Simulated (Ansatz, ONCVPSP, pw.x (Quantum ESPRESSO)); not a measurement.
pw.x on fcc Al: one setting changed

Potential: optimised norm-conserving Vanderbilt (ONCV), ONCVPSP 4.0.1.1 (patched build), PBEsol; core [Ne], reference 3s2 3p1; waves: 3s: rc 1.90 bohr, ncon 5, nbas 9, qcut 3.5 1/bohr, local; 3p: rc 2.20 bohr, ncon 4, nbas 9, qcut 4.3 1/bohr, 1 projector; d scattering state at 0.03 Ha: rc 1.95 bohr, ncon 5, nbas 9, qcut 4.7 1/bohr, 2 projectors, debl 3 Ha; local part: the s channel; core correction: none.

The reference run (k-mesh 14³, cutoffs 35/140 Ry, Fermi–Dirac 0.01 Ry, mixing_beta 0.4, conv_thr 1e-9, no spin) gives -0.29 GPa at 16.207 Å³/atom, where all-electron LAPW gives -0.16 GPa. This run, with its own iteration cap, changes k-mesh points per axis to 20.

```
&control
  calculation='scf', prefix='x', pseudo_dir='./', outdir='./tmp', tstress=.true., disk_io='none'
/
&system
  ibrav=0, nat=1, ntyp=1, ecutwfc=35, ecutrho=140, nbnd=8,
  occupations='smearing', smearing='fd', degauss=0.01
/
&electrons
  conv_thr=1e-09, mixing_beta=0.4, electron_maxstep=60
/
ATOMIC_SPECIES
Al 1.0 Al.UPF
CELL_PARAMETERS angstrom
  0.00000000 2.00858807 2.00858807
  2.00858807 0.00000000 2.00858807
  2.00858807 2.00858807 0.00000000
ATOMIC_POSITIONS crystal
Al 0.0000 0.0000 0.0000
K_POINTS automatic
20 20 20 0 0 0
```

```bash
pw.x < Al.scf.in > Al.scf.out
```

How does the run end?

It converges in 6 iterations; the free energy moves by -5.2 meV/atom and the pressure by +0.08 GPa.

```
Message from routine setup:
     using ibrav=0 with symmetry is DISCOURAGED, use correct ibrav instead
     lattice parameter (alat)  =       5.3679  a.u.
     unit-cell volume          =     109.3703 (a.u.)^3
     number of electrons       =         3.00
     number of Kohn-Sham states=            8
     kinetic-energy cutoff     =      35.0000  Ry
     charge density cutoff     =     140.0000  Ry
     scf convergence threshold =      1.0E-09
     Exchange-correlation= PBESOL
     number of k points=   256  Fermi-Dirac smearing, width (Ry)=  0.0100
     iteration #  1     ecut=    35.00 Ry     beta= 0.40
     total energy              =      -4.16596092 Ry
     estimated scf accuracy    <       0.00571728 Ry
     iteration #  2     ecut=    35.00 Ry     beta= 0.40
     total energy              =      -4.16581172 Ry
     estimated scf accuracy    <       0.00192566 Ry
     iteration #  3     ecut=    35.00 Ry     beta= 0.40
     total energy              =      -4.16583847 Ry
     estimated scf accuracy    <       0.00000166 Ry
     iteration #  4     ecut=    35.00 Ry     beta= 0.40
     c_bands:  1 eigenvalues not converged
     total energy              =      -4.16583921 Ry
     estimated scf accuracy    <       0.00000042 Ry
     iteration #  5     ecut=    35.00 Ry     beta= 0.40
     total energy              =      -4.16583922 Ry
     estimated scf accuracy    <          2.6E-09 Ry
     iteration #  6     ecut=    35.00 Ry     beta= 0.40
     the Fermi energy is     8.0883 ev
!    total energy              =      -4.16583922 Ry
     estimated scf accuracy    <          1.2E-10 Ry
     smearing contrib. (-TS)   =      -0.00180646 Ry
     The total energy is F=E-TS. E is the sum of the following terms:
     one-electron contribution =       2.87587605 Ry
     hartree contribution      =       0.00816298 Ry
     xc contribution           =      -1.61245231 Ry
     ewald contribution        =      -5.43561948 Ry
     convergence has been achieved in   6 iterations
          total   stress  (Ry/bohr**3)                   (kbar)     P=       -2.11
     Message from routine punch:
     Nothing written, as per user request (disk_io='none')
```

The run took about 5 s on one core of a shared host (AMD EPYC 9R45 96-Core Processor, 96 threads, 376 GiB, load 18).
